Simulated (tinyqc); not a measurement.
Worked calculation: Pariser-Parr-Pople SCF with singles CI, for the molecule O=CC=O (SMILES; centres numbered as the heavy atoms are written). One step of it, computed by the program tinyqc.

Question. Iteration 2: Fock matrix. F_rr = H_rr + P_rr gamma_rr / 2 + sum_(s != r) P_ss gamma_rs; F_rs = H_rs - P_rs gamma_rs / 2; E = tr P (H + F) / 2 + core repulsion sum_(r<s) z_r z_s gamma_rs.

P after iteration 1, order 1O, 2C, 3C, 4O:
```
[[1.166082, 0.892209, 0.058988, -0.371872],
 [0.892209, 0.833918, 0.371872, 0.058988],
 [0.058988, 0.371872, 0.833918, 0.892209],
 [-0.371872, 0.058988, 0.892209, 1.166082]]
```

core matrix H (eV), order 1O, 2C, 3C, 4O:
```
[[-30.660388, -2.610000, 0.000000, 0.000000],
 [-2.610000, -26.371391, -2.490000, 0.000000],
 [0.000000, -2.490000, -26.371391, -2.610000],
 [0.000000, 0.000000, -2.610000, -30.660388]]
```

repulsion gamma_rs (eV), order 1O, 2C, 3C, 4O:
```
[[15.200000, 5.772710, 4.092353, 3.095325],
 [5.772710, 11.130000, 5.346327, 4.092353],
 [4.092353, 5.346327, 11.130000, 5.772710],
 [3.095325, 4.092353, 5.772710, 15.200000]]
```

Centres (angstrom, eV; a flat drawing with bonds scaled to 1.40 angstrom):
```
centre          x          y  core charge z          W   gamma_rr
1O       1.848000  -0.127000              1  17.700000  15.200000
2C       0.559000   0.421000              1  11.160000  11.130000
3C      -0.559000  -0.421000              1  11.160000  11.130000
4O      -1.848000   0.127000              1  17.700000  15.200000
```

Give: F; pi energy.

Answer.

F (eV), order 1O, 2C, 3C, 4O:
```
[[-9.9621, -5.1852, -0.1207, 0.5755],
 [-5.1852, -5.7688, -3.4841, -0.1207],
 [-0.1207, -3.4841, -5.7688, -5.1852],
 [0.5755, -0.1207, -5.1852, -9.9621]]
```

pi energy = -62.3594 eV
